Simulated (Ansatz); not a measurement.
Write a Python script for Ansatz 0.2.0 through its Python package that makes a ranking of conformers of C₅H₁₀O, SMILES C[C@@H]1C[C@H]1CO. Settings (for the species named): r2SCAN, 6-31G* basis, multiplicity 1.

`conformers_c5h10o.py`:
```python
import ansatz as az
from rdkit import Chem
from rdkit.Chem import AllChem

BASIS_SET = "6-31G*"
XC = "r2SCAN"

rd = Chem.AddHs(Chem.MolFromSmiles("C[C@@H]1C[C@H]1CO"))
ids = list(AllChem.EmbedMultipleConfs(rd, numConfs=20, randomSeed=961, pruneRmsThresh=0.4))
field = [energy for _, energy in AllChem.MMFFOptimizeMoleculeConfs(rd)]
distinct = {round(e, 2): i for i, e in zip(ids, field)}
chosen = sorted(distinct.items())[:5]
found = []
for force_field, index in chosen:
    mol = az.Crystal.molecule()
    for atom, xyz in zip(rd.GetAtoms(), rd.GetConformer(index).GetPositions()):
        mol = mol.atom(atom.GetSymbol(), xyz.round(5).tolist())
    model = mol.calculation().basis(gaussian=BASIS_SET).functional(XC)
    found.append(model.run(threads=1).report["free_energy_ev"])
print("conformer   MMFF (kcal/mol)   this level (kJ/mol)")
for (force_field, index), e in zip(chosen, found):
    print(f"{index:9d} {force_field - chosen[0][0]:17.2f} {96.485332 * (e - min(found)):17.3f}")
```

Output of `python conformers_c5h10o.py`:
```text
conformer   MMFF (kcal/mol)   this level (kJ/mol)
        1              0.00             2.229
        0              0.45             1.557
        2              0.63             0.000
```

The conformers keep their force-field geometries. Hardware and time: 24 s on 1 thread of Arm Neoverse V1, on a shared host, peak memory 0.3 GiB.
